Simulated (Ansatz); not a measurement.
Ansatz (an electronic-structure program) input (X2C-CCSD(T)/cc-pVTZ-DK):

Ansatz 0.2 input:
```yaml
crystal:
  periodic: [false, false, false]
  atoms:
    - {symbol: C, position_ang: [0.01324194, 0.81758858, -0.01276392]}
    - {symbol: C, position_ang: [1.51567282, 0.64569034, -0.01856739]}
    - {symbol: Cl, position_ang: [-0.83444090, -0.78203684, 0.01684244]}
    - {symbol: H, position_ang: [-0.33330320, 1.35547911, 0.86643399]}
    - {symbol: H, position_ang: [-0.34328722, 1.32799722, -0.90426753]}
    - {symbol: H, position_ang: [1.99427262, 1.62844639, -0.03651866]}
    - {symbol: H, position_ang: [1.85214717, 0.11523649, 0.87210240]}
    - {symbol: H, position_ang: [1.84217733, 0.08779363, -0.89608378]}
basis:
  gaussian:
    orbitals: cc-pVTZ-DK
magnetization: {spin_polarized: false}
correlation: {method: ccsd_t, electrons: outside_noble_gas}
```

Output:

```
Functional definition: HF
integrals: 0.46 GiB planned
921 factors; integrals over basis functions are off by at most 1.0e-3 eV
mean field: 0.54 GiB planned
mean field evaluation 1: about -14682.6147 eV, gradient 2.3e1 eV
mean field evaluation 2: about -14682.7596 eV, gradient 2.3e1 eV
mean field evaluation 4: about -14684.2532 eV, gradient 2.4e0 eV
mean field evaluation 8: about -14684.2741 eV, gradient 1.5e-1 eV
mean field evaluation 16: about -14683.9450 eV, gradient 7.8e0 eV
mean field -14684.27418123 eV, -539.6371228017 hartree, gradient 2.5e-6 eV, S^2 0.000000; 0 other end points of the search recorded, 0 dependent functions left out
7 core orbitals not correlated
reference -14684.27418123 eV, -539.6371228017 hartree; 10, 10 occupied and 147, 147 virtual orbitals, 921 factors
second order -14.88243780 eV of doubles, -0.00000000 eV of singles
coupled cluster: 0.89 GiB planned
cycle   1  -15.57311502 eV  change   -6.9e-1 eV  update   7.1e-2
cycle   2  -15.92729843 eV  change   -3.5e-1 eV  update   2.0e-2
cycle   3  -15.98065868 eV  change   -5.3e-2 eV  update   8.0e-3
cycle   4  -15.97863249 eV  change    2.0e-3 eV  update   1.8e-3
cycle   5  -15.97885182 eV  change   -2.2e-4 eV  update   6.0e-4
cycle   6  -15.97892081 eV  change   -6.9e-5 eV  update   1.6e-4
cycle   7  -15.97891991 eV  change    9.0e-7 eV  update   5.1e-5
cycle   8  -15.97892968 eV  change   -9.8e-6 eV  update   1.9e-5
perturbative correction -0.62273611 eV, -0.0228851299 hartree
Total energy: -14700.87584702 eV, -540.2472227664 hartree
Relativity: scalar
```
